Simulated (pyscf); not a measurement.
Thermochemistry of product channels of Cl–InH–Cl + HO–SiH₃ on the singlet surface, in kcal/mol, from ωB97M-D3(BJ)/def2-TZVP energies (ideal gas, 1 atm, RRHO with modes under 100 cm⁻¹ raised to 100, one conformer, R ln 2 for chiral ones without a mode under 150 cm⁻¹). Single points on ωB97X-D3(BJ)/def2-SVP structures (PySCF, gas phase).

```
products                 ΔE  ΔH(298 K)  ΔG(600 K)  ΔG(1200 K)
---------------------  ----  ---------  ---------  ----------
HO–In(Cl)–Cl + SiH₄     [?]      +17.8      +19.8       +21.7
H₃Si–O–In(Cl)–Cl + H₂  -0.2       -2.0       +3.1         [?]
```

Problem. Some entries are withheld; supply them.

Solution. 
- HO–In(Cl)–Cl + SiH₄, ΔE: +17.5
- H₃Si–O–In(Cl)–Cl + H₂, ΔG(1200 K): +6.6

These are energies of the channels, which say nothing of barriers. Elements past Kr carry the def2 core potentials, without spin-orbit coupling.
